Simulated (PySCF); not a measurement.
This PySCF input asks for the NMR shieldings of `Nc1ccsc1`, C4H5NS; the geometry comes from PBE0-D3(BJ)/def2-SVP.

```python
import basis_set_exchange as bse
import numpy as np
from pyscf import gto, dft
from pyscf.prop import nmr

atoms = """
N     1.792257   -0.175851    0.255082
C     0.471976    0.076721   -0.013094
C    -0.590548   -0.766269    0.456888
C    -1.827376   -0.326402    0.071567
S    -1.736185    1.106122   -0.860410
C    -0.016058    1.139193   -0.747531
H     2.059104   -0.977945    0.799657
H     2.517575    0.431409   -0.086946
H    -0.428918   -1.663041    1.058021
H    -2.792185   -0.779895    0.294018
H     0.551812    1.935280   -1.225525
"""
names = dict.fromkeys(["N", "C", "S", "H"], "pcSseg-2")
basis = {el: gto.basis.parse(bse.get_basis(n, elements=[el], fmt="nwchem")) for el, n in names.items()}
mol = gto.M(atom=atoms, basis=basis, charge=0, verbose=0)
mf = dft.RKS(mol, xc="GGA_XC_KT3")
mf.grids.level = 2
mf.grids.alignment = dft.numint.BLKSIZE   # the property module wants whole blocks of grid points
mf.conv_tol = 1e-9
mf.kernel()

calc = nmr.RKS(mf)   # GIAO
sigma = calc.kernel()   # uncoupled for a functional without exact exchange
for i, s in enumerate(sigma):   # ppm
    print("%2d %-2s %9.2f" % (i, mol.atom_pure_symbol(i), np.trace(s) / 3))
```

Q: What are the results?

A: 
```
 0 N     198.71
 1 C      39.18
 2 C      67.37
 3 C      58.82
 4 S     326.08
 5 C      92.03
 6 H      27.72
 7 H      27.73
 8 H      24.96
 9 H      24.51
10 H      25.85
```

These numbers come from an equivalent density-fitted implementation of the same equations, which agrees with the script to about 0.01 ppm for H and up to a few tenths of a ppm for heavy atoms, so last digits may differ.

Size and cost of the density-fitted run: 293 basis functions, 51 s wall time on 1 thread of an Intel Xeon Platinum 8488C, shared host; peak memory 0.93 GiB.
